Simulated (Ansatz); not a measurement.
HAsF, sextet: the ladder up to RCCSDTQ

Geometry: that of the HAsF, quartet, kept fixed. The doublet lies 9.9 eV lower here.

```xyz
3

F     0.0000    0.0000    1.7587
As    0.0000    0.0000   -0.0416
H     0.0000    0.0000   -1.7171
```

Basis cc-pVDZ; Ansatz 0.2.0. Only valence electrons are correlated (noble-gas cores and the filled d shells of p-block atoms frozen), which leaves 13 electrons in 31 orbitals. R marks a restricted (for open shells ROHF) determinant. Active spaces: valence = (13e, 9o) chosen from the atoms' valence shells. No spin–orbit coupling is included, and no scalar relativity.

Full CI isn't at hand for all of this; RCCSDTQ serves as the reference, and is uncertain by about the last step of the cluster series.

- UHF ⟨S²⟩: 8.757
- T1 diagnostic (RCCSD): 0.0125
- largest doubles amplitude (RCCSD): 0.044

**Question.** From what is known of these methods and the diagnostics, rank them by the size of their error in total energy against RCCSDTQ in cc-pVDZ, smallest first (an estimate: the text doesn't fix the numbers).
A. BCCD(T)
B. MRCISD+Q (valence space)
C. RHF
D. RCCSDT
E. RCCSD

**Answer.** D (0.6 kJ/mol), A (1.7 kJ/mol), B (3.9 kJ/mol), E (10.4 kJ/mol), C (646.7 kJ/mol).

All errors are against RCCSDTQ in cc-pVDZ. Within each family the higher level lies nearer, as is usual though not guaranteed.

Natural occupations of CASSCF (valence space) about the gap: 1.000 1.000 1.000 1.000 1.000; effectively unpaired electrons, Σ n²(2−n)², 5.00.
